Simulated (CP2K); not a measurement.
**CH6OSi (SMILES C[SiH2]O), run twice**

Aim: energy and gradient of CH6OSi at PM6.

The calculation is run with CP2K 2026.2.

3 further runs of the same task are left out: 1 that didn't finish, 2 set aside as unsound or not needed.

## (1) The system as given

CH6OSi has 9 atoms, charge 0, and is taken as a singlet. As SMILES, `C[SiH2]O`. The shape is that of a GFN2-xTB optimisation. This is one conformer, not always the lowest.

Bond lengths: C1–Si2 1.899 Å, Si2–O3 1.629 Å, C1–H4 1.085 Å, C1–H5 1.087 Å, C1–H6 1.088 Å, Si2–H7 1.456 Å, Si2–H8 1.467 Å, O3–H9 0.953 Å. Some angles: C1–Si2–O3 111.7°, C1–Si2–H7 112.4°, C1–Si2–H8 108.6°, O3–Si2–H7 101.1°, O3–Si2–H8 110.0°, Si2–C1–H4 111.1°, Si2–C1–H5 111.4°, Si2–C1–H6 111.9°, Si2–O3–H9 122.3°, H7–Si2–H8 112.9°.

## (2) The input as first written

Input file molecule.xyz:

```xyz
9

C     -0.796960     0.632240    -0.583170
Si     0.489490    -0.643460    -0.014250
O      1.284630    -0.143450     1.316100
H     -1.262180     0.329550    -1.515560
H     -0.343330     1.606510    -0.746310
H     -1.592500     0.760960     0.147460
H      1.586490    -0.784170    -0.961760
H     -0.196270    -1.911900     0.258420
H      0.830620     0.153720     2.099070
```

Input file run.inp:

```
&GLOBAL
  PROJECT_NAME run
  RUN_TYPE ENERGY_FORCE
  PRINT_LEVEL MEDIUM
&END GLOBAL

&FORCE_EVAL
  METHOD QUICKSTEP
  &DFT
    CHARGE -2
    ! Quickstep
    &QS
      METHOD PM6
      EPS_DEFAULT 1.0E-10
      &SE
        &COULOMB
          CUTOFF [angstrom] 50
          RC_RANGE [angstrom] 0
        &END COULOMB
        &EXCHANGE
          CUTOFF [angstrom] 50
          RC_RANGE [angstrom] 0
        &END EXCHANGE
      &END SE
    &END QS
    &POISSON
      PERIODIC NONE
      POISSON_SOLVER ANALYTIC
    &END POISSON
    &SCF
      SCF_GUESS ATOMIC
      EPS_SCF 1.0E-07
      MAX_SCF 57
      ADDED_MOS 2
      &DIAGONALIZATION
        ALGORITHM STANDARD
      &END DIAGONALIZATION
      &MIXING
        METHOD DIRECT_P_MIXING
        ALPHA 0.4
      &END MIXING
    &END SCF
    ! extra output
    &PRINT
      &MOMENTS
        PERIODIC F
        REFERENCE COM
        MAX_MOMENT 1
      &END MOMENTS
      &MO ON
        ENERGIES T
        OCCUPATION_NUMBERS T
        NDIGITS 6
        &EACH
          QS_SCF 0
        &END EACH
        ADD_LAST NUMERIC
      &END MO
      &HIRSHFELD OFF
      &END HIRSHFELD
    &END PRINT
  &END DFT
  ! atoms, cell and kinds
  &SUBSYS
    &CELL
      ABC 13.2 13.5 13.6
      PERIODIC NONE
    &END CELL
    &TOPOLOGY
      COORD_FILE_NAME molecule.xyz
      COORD_FILE_FORMAT XYZ
      &CENTER_COORDINATES
      &END CENTER_COORDINATES
    &END TOPOLOGY
  &END SUBSYS
  ! extra output
  &PRINT
    &FORCES ON
    &END FORCES
  &END PRINT
&END FORCE_EVAL
```

On the command line:

```console
$ OMP_NUM_THREADS=1 cp2k.psmp run.inp > run.out
```

Standard output:

```text
CP2K| version string:                                       CP2K version 2026.2
[...]
 GLOBAL| Method name                                                        CP2K
[...]
 GLOBAL| Run type                                                   ENERGY_FORCE
[...]
                             - Atoms:                                          9
[...]
                             - Spherical basis functions:                     23
[...]
 Number of electrons:                                                         22
[...]
     1 P_Mix/Diag. 0.40E+00    0.0     0.75206252       -15.8244827334 -1.58E+01
[...]
    43 DIIS/Diag.  0.51E-07    0.0     0.00000009       -20.7173195762 -2.84E-14
  *** SCF run converged in    43 steps ***
  Core-core repulsion energy [eV]:                            932.44703079076214
  Core Hamiltonian energy [eV]:                              -977.52314573968602
  Two-electron integral energy [eV]:                        -1037.34164103780154
  Electronic energy [eV]:                                   -1496.19396625858690
  Total energy [eV]:                                         -563.74693546782453
  Atomic reference energy [eV]:                               566.48840033264787
  Heat of formation [kcal/mol]:                                63.21968665361238
[...]
 SE_DIPOLE| Moment [Debye]          1.36066889      -4.61347957      -3.22993999
 SE_DIPOLE| Derivative [a.u.]       0.00000000       0.00000000       0.00000000
 ENERGY| Total FORCE_EVAL ( QS ) energy [hartree]            -20.717319576233017
 FORCES| Atomic forces [hartree/bohr]
 FORCES|   Atom     x               y               z               |f|
 FORCES|      1 -1.43227747E-02  2.07724246E-02 -4.51026706E-03   2.56315822E-02
 FORCES|      2 -7.76432129E-03 -3.20759154E-02 -8.30043323E-03   3.40300782E-02
 FORCES|      3  4.73762332E-03  1.89510423E-02  2.53440686E-02   3.19985764E-02
 FORCES|      4  2.67457361E-04 -3.86203221E-03 -3.32771991E-03   5.10495309E-03
 FORCES|      5  3.60126149E-03  2.33081391E-03 -3.01008890E-04   4.30027722E-03
 FORCES|      6 -9.34787712E-04 -1.95047971E-03  3.49025123E-03   4.10609946E-03
 FORCES|      7  6.27402201E-03  1.15103849E-03 -1.20523781E-03   6.49159765E-03
 FORCES|      8 -1.05579595E-03 -2.19694621E-03 -4.71160176E-03   5.30475908E-03
 FORCES|      9  9.19731550E-03 -3.11994582E-03 -6.47805115E-03   1.16743232E-02
 FORCES| Sum    -1.31838984E-16  2.67147415E-16  1.00613962E-16
 FORCES| Total atomic force                                       3.14439865E-16
[...]
```

It took 0.99 s on 1 thread of Intel Xeon 6975P-C (Granite Rapids), shared host; peak memory 0.19 GiB.

## (3) Diagnosis

The program ended normally, but the settings are unsound, so its numbers aren't properties of the molecule.

The fault: the charge typed isn't that of the species meant. To mend it: charge 0 in place of -2.

## (4) The mended input

molecule.xyz is that of step 2.

Input file mol.inp:

```
&FORCE_EVAL
   METHOD QUICKSTEP
   &DFT
      CHARGE 0
      MULTIPLICITY 1
      &QS
         METHOD PM6
         EPS_DEFAULT 1.0E-10
         &SE
            &COULOMB
               CUTOFF [angstrom] 50
               RC_RANGE [angstrom] 0
            &END COULOMB
            &EXCHANGE
               CUTOFF [angstrom] 50
               RC_RANGE [angstrom] 0
            &END EXCHANGE
         &END SE
      &END QS
      &POISSON
         PERIODIC NONE
         POISSON_SOLVER ANALYTIC
      &END POISSON
      &SCF
         SCF_GUESS ATOMIC
         EPS_SCF 1.0E-07
         MAX_SCF 150
         ADDED_MOS 2
         &DIAGONALIZATION
            ALGORITHM STANDARD
         &END DIAGONALIZATION
         &MIXING
            METHOD DIRECT_P_MIXING
            ALPHA 0.4
         &END MIXING
      &END SCF
      &PRINT
         &MOMENTS
            PERIODIC F
            REFERENCE COM
            MAX_MOMENT 1
         &END MOMENTS
         &MO ON
            ENERGIES T
            OCCUPATION_NUMBERS T
            NDIGITS 6
            &EACH
               QS_SCF 0
            &END EACH
            ADD_LAST NUMERIC
         &END MO
         &HIRSHFELD OFF
         &END HIRSHFELD
      &END PRINT
   &END DFT
   &SUBSYS
      &CELL
         ABC [angstrom] 13.2 13.5 13.6
         PERIODIC NONE
      &END CELL
      &TOPOLOGY
         COORD_FILE_NAME molecule.xyz
         COORD_FILE_FORMAT XYZ
         &CENTER_COORDINATES
         &END CENTER_COORDINATES
      &END TOPOLOGY
   &END SUBSYS
   &PRINT
      &FORCES ON
      &END FORCES
   &END PRINT
&END FORCE_EVAL

&GLOBAL
   PROJECT_NAME mol
   RUN_TYPE ENERGY_FORCE
   PRINT_LEVEL MEDIUM
&END GLOBAL
```

On the command line:

```console
$ OMP_NUM_THREADS=1 cp2k.psmp mol.inp > mol.out
```

Standard output:

```text
CP2K| version string:                                       CP2K version 2026.2
[...]
 GLOBAL| Method name                                                        CP2K
[...]
 GLOBAL| Run type                                                   ENERGY_FORCE
[...]
                             - Atoms:                                          9
[...]
                             - Spherical basis functions:                     23
[...]
 Number of electrons:                                                         20
[...]
     1 P_Mix/Diag. 0.40E+00    0.0     0.75710345       -15.7969646365 -1.58E+01
[...]
    18 DIIS/Diag.  0.36E-07    0.0     0.00000007       -20.9517618898 -7.46E-14
  *** SCF run converged in    18 steps ***
  Core-core repulsion energy [eV]:                            932.44703079076214
  Core Hamiltonian energy [eV]:                              -937.27463495273605
  Two-electron integral energy [eV]:                        -1130.59766218340724
  Electronic energy [eV]:                                   -1502.57346604443956
  Total energy [eV]:                                         -570.12643525367741
  Atomic reference energy [eV]:                               566.48840033264787
  Heat of formation [kcal/mol]:                               -83.89508495751453
[...]
 SE_DIPOLE| Moment [Debye]          1.57788823      -0.67130949      -0.76589250
 SE_DIPOLE| Derivative [a.u.]       0.00000000       0.00000000       0.00000000
 ENERGY| Total FORCE_EVAL ( QS ) energy [hartree]            -20.951761889769205
 FORCES| Atomic forces [hartree/bohr]
 FORCES|   Atom     x               y               z               |f|
 FORCES|      1  1.66302517E-02 -1.48765889E-02  1.26248319E-02   2.56371712E-02
 FORCES|      2 -1.51395672E-02  4.58580572E-03 -3.14248999E-02   3.51818198E-02
 FORCES|      3 -1.53144966E-02  4.27990319E-03  1.79089487E-02   2.39495682E-02
 FORCES|      4 -1.95691209E-03 -3.98956561E-03 -6.88423822E-03   8.19383150E-03
 FORCES|      5  2.93767826E-03  5.36138212E-03 -1.29898693E-03   6.24993911E-03
 FORCES|      6 -4.04212040E-03  5.35941952E-04  3.29826211E-03   5.24447367E-03
 FORCES|      7 -1.40504395E-03 -1.55212195E-03 -1.07621405E-03   2.35403223E-03
 FORCES|      8  3.15198432E-03  3.23408241E-03  9.23313687E-04   4.60942539E-03
 FORCES|      9  1.51382259E-02  2.42116111E-03  5.92898281E-03   1.64371756E-02
 FORCES| Sum    -2.42861287E-16  2.77555756E-17  4.37150316E-16
 FORCES| Total atomic force                                       5.00851650E-16
[...]
```

Run time: 0.93 s. Hardware: 1 thread of Intel Xeon 6975P-C (Granite Rapids), shared host; peak memory 0.19 GiB.

## (5) Outcome

At PM6:

| quantity | value |
| --- | --- |
| total energy | -20.95176 Eh |
| dipole moment | 1.88 D |
| HOMO energy | -10.68 eV |
| LUMO energy | 0.37 eV |
| HOMO–LUMO gap | 11.05 eV |
| heat of formation at this unrelaxed shape | -83.9 kcal/mol |
| largest force on an atom | 1.809 eV/Å |

The largest force is 1.81 eV/Å: the shape isn't a stationary point for this species at this level.
